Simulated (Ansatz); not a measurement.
Process, species as SMILES: NC=O + 3 [H][H] (H2) → C (CH4) + N (NH3) + O (H2O)
B3LYP-D3(BJ)/def2-TZVP geometries, fixed; electronic energies without zero-point terms.

The energy of full hydrogenation at MP2 with Ansatz (a program for electronic structure), in kcal/mol, split into its Hartree-Fock and correlation parts. Cores are frozen. Species with rotatable bonds are taken in one conformer. No added dispersion term, no relativity. Functions are those of the species that has most.

```csv
basis,X,functions,Hartree-Fock,MP2
aug-cc-pVDZ,2,96,-60.06,-57.24
aug-cc-pVTZ,3,207,-56.44,-55.40
aug-cc-pVQZ,4,378,-56.06,-54.96
```

Worked estimate of the basis-set limit from each neighbouring pair, with Hartree-Fock from the larger set and the correlation part extrapolated as X^-3.
Correlation parts: X = 2: 2.82, X = 3: 1.04, X = 4: 1.10.
- (2,3): (27·(1.04) - 8·(2.82))/19 = 0.29; with Hartree-Fock -56.44 the estimate is -56.15 kcal/mol.
- (3,4): (64·(1.10) - 27·(1.04))/37 = 1.14; with Hartree-Fock -56.06 the estimate is -54.92 kcal/mol.
The last two estimates differ by 1.23 kcal/mol; the largest set lies 0.04 from the last. Over the last step Hartree-Fock moves by 0.38 and the correlation part by 0.06.
